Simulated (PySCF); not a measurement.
## [H5OSi2]-: core ionisation energies

Species: H5OSi2 (charge -1).
SMILES with atom numbers: `[SiH2-:1][O:2][SiH3:3]`

Theory: delta-SCF UKS SCAN, pcX-2 on the ionised atom, pcseg-1 elsewhere, spin-free X2C (PySCF 2.14.0). Vertical ΔSCF values, vacuum level as zero.

Q: Give the core binding energies atom by atom.

A: 
```tsv
atom(s)	bonded to	level	binding energy (eV)	2p1/2 (eV)	above the level's lowest (eV)	count
Si3	O and 3 H	Si 1s	1842.57	–	+2.15	1
Si1	O and 2 H	Si 1s	1840.42	–	0.00	1
O2	2 Si	O 1s	532.15	–	0.00	1
Si3	O and 3 H	Si 2p3/2	102.67	103.29	+2.13	1
Si1	O and 2 H	Si 2p3/2	100.54	101.17	0.00	1
```

Lowest listed Si 1s: Si1, bonded to O and 2 H. Highest, 2.15 eV above it: Si3, bonded to O and 3 H. Summing the Pauling electronegativity differences to the bonded atoms, each weighted by its formal bond order, gives +2.14 for the lowest site and +2.44 for the highest.

The listed Si 2p3/2 values span 2.13 eV, from Si1 (bonded to O and 2 H) to Si3 (bonded to O and 3 H). Summing the Pauling electronegativity differences to the bonded atoms, each weighted by its formal bond order, gives +2.14 for the lowest site and +2.44 for the highest.

Q: Which photon wavelength matches the Si 2p3/2 of Si3 threshold?

A: λ = hc/E = 12398.42 eV Å / 102.67 eV = 120.760 Å.

Spin–orbit coupling isn't in the SCF: each 2p doublet comes from a relaxed spin-free hole plus a matrix of the shell (mean-field spin–orbit coupling and the ground-state 2p splitting), with 2p3/2 averaged over its two sublevels. 2p1/2 minus 2p3/2 (ligand field included): Si 0.63 eV (mean over sites). The species carries charge -1, so core ionisation leaves a neutral species. The basis sets have no added diffuse functions. Geometry: PBE0-D3(BJ)/def2-SVP, one conformer, isolated ion. The geometry's basis has no diffuse functions, a weakness for an anion.
